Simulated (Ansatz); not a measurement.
**C₂H₆Mg: ionisation energy by level of theory**

An exercise on one series of results from a longer session: the logs are not shown, and one member is left open.

Program: Ansatz 0.2.0, Gaussian basis. Level of theory: unrestricted cation, the program's frozen cores in correlated methods. These are calculated values, not measurements.

Plan: UKS PBE-D4/def2-TZVPP; UKS r2SCAN-D4/def2-TZVPP; UKS PBE0-D4/def2-TZVPP; UKS B3LYP-D4/def2-TZVPP; UKS wB97X-V/def2-TZVPP; UKS wB97M-V/def2-TZVPP; UKS B2PLYP/def2-TZVPP; UHF-CCSD(T)/def2-TZVPP; UHF-CCSD(T)/def2-QZVPP; extrapolation to the limit; then −ε(HOMO) from the neutral's earlier runs with LDA (SPW92), PBE-D4, revPBE-D4, BLYP-D4, r2SCAN-D4, B97M-V, PBE0-D4, B3LYP-D4, r2SCANh-D4, r2SCAN0-D4, HSE06-D4, BHLYP-D4, CAM-B3LYP-D4, LC-ωPBE, ωB97X-V, ωB97M-V.

**Structure used throughout**

An earlier PBE0-D4 in a triple-zeta def2 set relaxation fixed the geometry.

SMILES `C[CH2][MgH]`, 9 atoms, charge 0, spin multiplicity 1.

Atoms are counted from 1 here; the program's logs count them from 0.

Bond lengths: C1–C2 1.531 Å, C1–H4 1.095 Å, C1–H5 1.097 Å, C1–H6 1.095 Å, C2–Mg3 2.100 Å, C2–H7 1.098 Å, C2–H8 1.098 Å, Mg3–H9 1.712 Å. Angles: C2–C1–H4 112.1°, C2–C1–H5 112.7°, C2–C1–H6 112.1°, H4–C1–H5 106.5°, H4–C1–H6 106.5°, H5–C1–H6 106.5°, C1–C2–Mg3 116.4°, C1–C2–H7 109.5°, C1–C2–H8 109.5°, Mg3–C2–H7 108.1°, Mg3–C2–H8 108.1°, H7–C2–H8 104.7°, C2–Mg3–H9 179.9°.

The first run:

File in.yaml:

```yaml
crystal:
  periodic: [false, false, false]
  atoms:
    - {symbol: C, position_ang: [-0.521717, 0.678947, -0.803704]}
    - {symbol: C, position_ang: [0.518218, -0.303684, -0.259201]}
    - {symbol: Mg, position_ang: [0.318958, -0.852608, 1.757619]}
    - {symbol: H, position_ang: [-1.539925, 0.284025, -0.728059]}
    - {symbol: H, position_ang: [-0.359905, 0.923769, -1.860629]}
    - {symbol: H, position_ang: [-0.514635, 1.628864, -0.259601]}
    - {symbol: H, position_ang: [1.524436, 0.112280, -0.401133]}
    - {symbol: H, position_ang: [0.508315, -1.219791, -0.864400]}
    - {symbol: H, position_ang: [0.154855, -1.298303, 3.402107]}
basis:
  gaussian: {orbitals: def2-TZVPP}
total_charge: 1
magnetization: {spin_polarized: true, initial_magnetization: 1}
hamiltonian: {xc: pbe, dispersion: d4}
```

On the command line:

```console
$ ansatz run in.yaml --threads 2 --pin off --events-out ev --progress --plain --max-ram 22528MiB --backend cpu
```

Steps of the session up to this table: Cation, UKS PBE-D4/def2-TZVPP; Cation, UKS r2SCAN-D4/def2-TZVPP; Cation, UKS PBE0-D4/def2-TZVPP; Cation, UKS B3LYP-D4/def2-TZVPP; Cation, UKS wB97X-V/def2-TZVPP; Cation, UKS wB97M-V/def2-TZVPP; Cation, UKS B2PLYP (frozen core)/def2-TZVPP; Cation, UHF-CCSD(T)/def2-TZVPP; Cation, UHF-CCSD(T)/def2-QZVPP.

One table of the session follows, with a row left open; its other results are not shown here.

It belongs to the step «Ionisation energies side by side». Orbital estimates, from the neutral's runs:

| functional | −ε(HOMO) (eV) |
| --- | --- |
| LDA (SPW92) | 5.31 |
| PBE-D4 | 5.20 |
| revPBE-D4 | 5.15 |
| BLYP-D4 | 5.10 |
| r2SCAN-D4 | 5.38 |
| B97M-V | ? |
| PBE0-D4 | 6.34 |
| B3LYP-D4 | 6.16 |
| r2SCANh-D4 | 5.81 |
| r2SCAN0-D4 | 6.47 |
| HSE06-D4 | 5.94 |
| BHLYP-D4 | 7.42 |
| CAM-B3LYP-D4 | 7.69 |
| LC-ωPBE | 9.01 |
| ωB97X-V | 8.66 |
| ωB97M-V | 8.52 |

Estimate the missing values for B97M-V.

The run gave: −ε(HOMO) (eV): 5.49. In the column «−ε(HOMO) (eV)» it lies between r2SCAN-D4 (5.38) and r2SCANh-D4 (5.81).
